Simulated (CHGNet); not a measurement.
CaB6-type LaB₆

All values below come from the machine-learned potential CHGNet 0.3.0 (trained on PBE and PBE+U data).

Cell (relaxed at this level):

LaB6 has the cubic space group Pm-3m (No. 221), Pearson symbol cP7. Lattice parameters: a = b = c = 4.157 Å, α = β = γ = 90.00°. La on 1a has 24 B at 3.055 Å. B on 6f has 1 B at 1.666 Å and 4 B at 1.762 Å and 4 La at 3.055 Å. (Neighbours: up to the widest gap in distance over summed covalent radii, below 1.35, at either atom; cation-cation and far metal-metal contacts left out.)

| Quantity | Result |
|---|---|
| equilibrium lattice constant a | 4.157 Å |
| equilibrium volume per atom | 10.26 Å³/atom |

Measured, for comparison: lattice constant a 4.157 Å, equilibrium volume per atom 10.26 Å³/atom (296 K, no zero-point or thermal correction; as tabulated in Tsubota and Kitagawa (2017), doi:10.1038/s41598-017-15766-y). Computed (rounded) less measured: lattice constant a 0.0 %, equilibrium volume per atom 0.0 %.

A machine-learned potential is trained on density-functional data: it inherits that level's misses and adds fitting errors of its own.
